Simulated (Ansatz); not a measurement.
## Rhombohedral A7 Sb

The numbers are results of r²SCAN0 in Ansatz (plane waves, PAW), not measurements.

Numerical settings: plane-wave cutoff 520 eV, 8×8×8 k mesh, Fermi–Dirac smearing 0.05 eV, scalar-relativistic PAW data made under PBE.

Cell (relaxed at this level):

```
Sb
1.0
    4.17137    -2.14248     0.07850
    4.17137     2.14248     0.07850
    3.00467     0.00000     3.60120
Sb
2
Direct
  0.22874   0.22874   0.22874
  0.77126   0.77126   0.77126
```

```json
{
 "lattice_parameter_a": "4.285 Å",
 "c axis length": "11.954 Å"
}
```

Measured, for comparison: lattice constant a 4.301 Å, lattice parameter c 11.232 Å (78 K, zero-point motion not removed; as tabulated in Schiferl, Barrett, J. Appl. Cryst. 2, 30 (1969), COD 9009654). Computed (rounded) less measured: lattice constant a -0.4 %, lattice parameter c +6.4 %.

Note: the cell comes from a level without a dispersion term, which matters for the spacing of layers, chains or molecules.

Spin–orbit coupling is not included.

Computing time: very roughly 3.0 core-hours.

Ansatz is a first-principles code.
